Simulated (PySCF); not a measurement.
Ionising LiB

r²SCAN; Li pcseg-1, B pcseg-1; no relativity (PySCF 2.14). Neutral (UKS): triplet (σ ↑, π ↑), Re = 2.163 Å, ωe = 528 cm⁻¹, De = 1.48 eV, HOMO -3.21 eV, LUMO -2.32 eV.

LiB⁺ (UKS): doublet (σ ↑), Re = 2.492 Å, ωe = 324 cm⁻¹, De = 0.76 eV to Li⁺ + B. The energies at the minima are -32.15349 hartree for LiB and -31.92980 for LiB⁺.

Question: Work out the adiabatic ionisation energy, without and with harmonic zero-point energies (1 hartree = 27.2114 eV, 1 eV = 8065.5 cm⁻¹), and the change of the bond length.

Answer: At r²SCAN: 0.22369 hartree = 6.087 eV between the minima; the zero-point term (324.0 − 528.0)/2 cm⁻¹ = -0.013 eV makes it 6.074 eV. Re changes by +32.9 pm against the neutral. The electron leaves a π orbital; in so polar a molecule the change of length follows mostly from the change of the ionic charges.

For an ion De counts to the pair picked by the measured ionisation energies or electron affinities, which need not be the lowest pair at this level. States were picked by a PBE0 search and need not be the measured ground states.
